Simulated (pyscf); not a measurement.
Structures and frequencies: ωB97X-D3(BJ)/def2-SVP in PySCF.

SMILES: [O]([GeH3])[GeH]([GeH3])[GeH3]
```xyz
15

Ge    -0.6113    -0.1520     2.7132
O     -0.5527     1.1270     1.4839
Ge    -0.4141     0.8539    -0.2782
Ge    -1.8551    -0.9726    -0.9171
Ge     1.8870     0.3404    -0.7718
H      0.6208    -1.0637     2.5535
H     -1.8957    -0.9784     2.5121
H     -0.6097     0.5502     4.0748
H     -0.8549     2.1731    -0.9347
H     -1.3414    -2.2781    -0.2864
H     -3.3018    -0.7383    -0.4570
H     -1.8342    -1.1327    -2.4466
H      2.8175     1.4681    -0.3007
H      2.2868    -0.9615    -0.0583
H      2.0719     0.1393    -2.2858
```
Charge 0, spin multiplicity 1.

### Question
What is the homolytic dissociation enthalpy (298 K, ωB97M-D3(BJ)/def2-TZVP) of the Ge–H bond of H₃Ge–O–GeH(GeH₃)–GeH₃ (SMILES [GeH3][O][GeH]([GeH3])[GeH3]), to H₃Ge–O–Ge•(GeH₃)–GeH₃ + H•?

### Answer
Ge–H to H₃Ge–O–Ge•(GeH₃)–GeH₃ + H•: 3.36 eV. The 7 functionals that were run give +3.13 (PBE) to +3.40 eV (ωB97X-D3(BJ)). Other isomers of H₃Ge–O–Ge•(GeH₃)–GeH₃ were not searched in full and may lie lower. Elements up to Kr have no core potential and no relativistic terms here.
